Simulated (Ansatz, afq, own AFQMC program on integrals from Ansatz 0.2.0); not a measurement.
PtCl⁺, triplet in def2-SVP, levels against AFQMC with the constraint released

```
atom   x (Å)   y (Å)   z (Å)
  Pt  0.0000  0.0000  0.0000
  Cl  0.0000  0.0000  3.9130
```

Basis def2-SVP with its core potentials. Only valence electrons are correlated. AFQMC by an in-house program on the Cholesky factors that Ansatz 0.2.0 writes for its CCSD(T) run. The CISD trial takes its coefficients from CCSD amplitudes. Released means that phaseless walkers are propagated on without the constraint, phases kept. Error bars are statistical, one sigma. No spin–orbit coupling. The metal's outer-core s and p shells are frozen, which shifts wave-function levels against functionals.

Determinant: UHF, the one that the program's search chose, which needn't be the lowest solution. The geometry is a point of a scan.

No full CI on the walks' own integrals is used here. The released AFQMC energy serves as the reference, which it does only where one determinant dominates, the energy is flat over the last release times and near the phaseless one (40 meV or 2 meV an electron, half that with transition metals). On small molecules, where full CI could be run and the noise was under 10 meV, such values lay within 10 meV of it in 19 cases of 20, a flattering rate, since the rule was set on those same cases; what remains of the bias isn't in the error bar.

Cautions: no spin-orbit coupling; outer-core shells of the metal frozen; lower spins were not checked; higher spins were not checked; unrestricted determinant spin contaminated (⟨S²⟩ 2.15 against 2.00); the released value is read at 1.80 1/Eh, later times being too noisy (meV from the phaseless value at times in 1/Eh: -12 ± 4 at 0.24, -12 ± 4 at 0.60, -9 ± 7 at 1.20, -16 ± 6 at 1.80, -21 ± 11 at 2.60); released reference can be 30 meV off for metals.

- T1 diagnostic: 0.0133
- weight of the determinant in the CISD state: 0.893
- ⟨S²⟩ of the determinant: 2.148
- size of the correlated space: 16 electrons in 41 orbitals

```
  level  correlation energy (eV)
    MP2                  -7.3936
   CCSD                  -7.9061
CCSD(T)                  -8.0329
```

(1) Estimate where phaseless AFQMC with a CISD trial lies against CCSD(T) on the same integrals.

(1) 0.41 ± 0.08 kcal/mol below CCSD(T).

Reference: AFQMC with the constraint released, correlation energy -8.067 ± 0.006 eV.

| level | E − E(reference) (kcal/mol) | share of correlation (%) |
| --- | --- | --- |
| CCSD(T) | 0.79 ± 0.14 | 99.58 |
| ph-AFQMC/CISD | 0.38 ± 0.16 | 99.80 |

A walk keeps the symmetry of its determinant, which the program's search chose and which needn't be the lowest solution, so a lower state of the same spin and another symmetry isn't excluded. Released energies are given only where the last usable release times agree within the noise; a slower fall can still hide under it.
